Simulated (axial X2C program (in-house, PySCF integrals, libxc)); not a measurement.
**Low determinants of NaC at the PBE0 level, 2c**

All values were computed with an in-house all-electron X2C program for linear molecules (integrals from PySCF). Two-component (2c) means X2C with spin–orbit coupling and atomic mean-field two-electron Coulomb and Gaunt terms. Basis: Na dyall-cv3z [9s8p5d2f], C dyall-v3z [7s6p2d1f] (cores contracted in-house); Gaussian nuclei, density fitting, unrestricted open shells. Masses: Na 22.990 u, C 12.000 u.

Search at 2.270 Å (vertical energies from the lowest determinant):

```json
{"ΔE (eV)": "0.00", "state": "Ω = 3/2", "electrons beyond evenly filled partner blocks": "ω = 3/2", "electrons in ±ω = 1/2, 3/2, 5/2, 7/2": "14 3 0 0"}
{"ΔE (eV)": "0.68", "state": "Ω = 1/2", "electrons beyond evenly filled partner blocks": "2 × ω = -1/2, ω = 3/2", "electrons in ±ω = 1/2, 3/2, 5/2, 7/2": "14 3 0 0"}
{"ΔE (eV)": "1.42", "state": "Ω = 1/2", "electrons beyond evenly filled partner blocks": "ω = 1/2", "electrons in ±ω = 1/2, 3/2, 5/2, 7/2": "15 2 0 0"}
{"ΔE (eV)": "1.51", "state": "Ω = 5/2", "electrons beyond evenly filled partner blocks": "2 × ω = 1/2, ω = 3/2", "electrons in ±ω = 1/2, 3/2, 5/2, 7/2": "14 3 0 0"}
{"ΔE (eV)": "1.51", "state": "Ω = 1/2", "electrons beyond evenly filled partner blocks": "ω = 1/2", "electrons in ±ω = 1/2, 3/2, 5/2, 7/2": "13 4 0 0"}
{"ΔE (eV)": "4.29", "state": "Ω = 7/2", "electrons beyond evenly filled partner blocks": "ω = 1/2, 2 × ω = 3/2", "electrons in ±ω = 1/2, 3/2, 5/2, 7/2": "13 4 0 0"}
{"ΔE (eV)": "4.58", "state": "Ω = 5/2", "electrons beyond evenly filled partner blocks": "ω = -1/2, 2 × ω = 3/2", "electrons in ±ω = 1/2, 3/2, 5/2, 7/2": "13 4 0 0"}
```

Lowest determinant, Ω = 3/2 (⟨Sz⟩ = 1.50, ⟨Lz⟩ = 0.00 at PBE0): Re = 2.232 Å, ωe = 435.0 cm⁻¹.

The determinant in row 2 of the search, Ω = 1/2 (⟨Sz⟩ = 0.50, ⟨Lz⟩ = 0.00 at PBE0), was followed along the bond at PBE0; measured from the minimum of the lowest determinant it gives:

Te = 0.688 eV (5553 cm⁻¹), Re = 2.270 Å, ωe = 393.2 cm⁻¹.

(1) Compare the bond of the determinant in row 2 with that of the lowest one.

The search compares states at one distance, so a state with another bond length can lie lower; it is not exhaustive and yields mostly the lowest determinant of each block pattern, so other components and higher states of one pattern are missing. These are energies of single determinants, not of spin-adapted states; PBE0 term energies can be off by some tenths of an eV, and the functional has no current term.

## Answers

(1) At PBE0 its Re is 0.038 Å longer and its force constant, which goes as ωe², is 0.82 times that of the lowest determinant. This determinant mixes spin states, so it has no term energy of its own.
